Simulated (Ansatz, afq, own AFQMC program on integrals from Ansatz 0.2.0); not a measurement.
AFQMC on a folder of integrals that Ansatz 0.2.0 wrote.

```yaml
crystal:
  periodic: [false, false, false]
  atoms:
    - {symbol: Ga, position_ang: [0.000000, 0.000000, 0.000000]}
    - {symbol: Br, position_ang: [0.000000, 0.000000, 2.245200]}
basis:
  gaussian: {orbitals: cc-pVDZ}
total_charge: 1
magnetization: {spin_polarized: true, initial_magnetization: 1}
correlation: {method: ccsd_t, electrons: outside_noble_gas, hamiltonian_folder: ham}
```

```sh
$ ansatz run in.yaml --threads 1 --pin off --events-out ev --progress --plain --max-ram 1382MiB
```

afq runs on the folder ham with

```
--method phaseless --trial hf --walkers 140 --populations 1 --least-time 40 --time-step 0.005 --steps-per-block 20 --equilibration-blocks 112 --max-blocks 600 --target-error 0.00108 --factor-cut 1e-05 --start spin_pure --seed 2482 --taylor-order 6
```

Times are imaginary, in 1/Eh. The walk had a cap of 509 s. Filled inner d shells are frozen with the cores.

afq prints:

```
orbitals 26  electrons 5 4  factors 192 of 639
reference energy -4495.36228628 Eh
CCSD correlation -0.15258682 Eh in 11 cycles, weight of the determinant in the CISD state 0.9076
energy of the start -4495.362633 Eh
 block  time / (1/Eh)  mean weight  energy / Eh
     1     0.100  1.0009  -4495.389085
     2     0.200  1.0004  -4495.414296
     3     0.300  1.0024  -4495.430355
     4     0.400  1.0006  -4495.448012
     5     0.500  0.9997  -4495.457968
     8     0.800  1.0008  -4495.476070
    18     1.800  1.0006  -4495.498509
    69     6.900  1.0010  -4495.510841
   120    12.000  1.0006  -4495.511764
   171    17.100  1.0001  -4495.504460
   222    22.200  1.0010  -4495.504028
   273    27.300  1.0002  -4495.526181
   324    32.400  0.9976  -4495.518015
   375    37.500  1.0006  -4495.502149
   426    42.600  1.0007  -4495.522040
   477    47.700  0.9995  -4495.519899
   528    52.800  1.0008  -4495.510417
   579    57.900  0.9999  -4495.525021
   596    59.600  1.0001  -4495.499292
   630    63.000  1.0020  -4495.511871
   664    66.400  1.0012  -4495.560599
   681    68.100  1.0006  -4495.512493
   698    69.800  0.9999  -4495.522460
blocks merged  error / Eh  count
     1  0.000490  600
     2  0.000649  300
     4  0.000854  150
     8  0.001049  75
    16  0.001153  37
    32  0.001263  18
    64  0.001171  9
energy -4495.521548 +/- 0.001263 Eh
(rows thinned)
```

The run passed its tests (sampling time, drift between the halves within three errors, error under three times the target), which doesn't prove that it has relaxed.

Against this walk (error 34.4 meV) on the same determinant: CCSD(T) 59.5 meV higher (within the noise), CCSDT(Q) 28.6 meV higher (within the noise), a separate phaseless walk with a CISD trial and standard settings 59.2 ± 35.4 meV higher (within the noise). The error is statistical and leaves out the bias of the constraint.

Cautions: constraint bias not in the error; error above the target (34.4 against 29.4 meV); no relativity below Rb; no spin-orbit coupling; inner d shell frozen.

The walk took 87 s on 1 thread of AMD EPYC 9R14 (Zen 4), on a shared host. The log's last line is the phaseless energy.

CCSDT and higher add their correlation energy to the determinant of the CCSD(T) run, since their own runs factorise the integrals more tightly (a shift of under 2 meV). A walk keeps the symmetry of its determinant, which the program's search chose and which needn't be the lowest solution, so a lower state of the same spin and another symmetry isn't excluded.
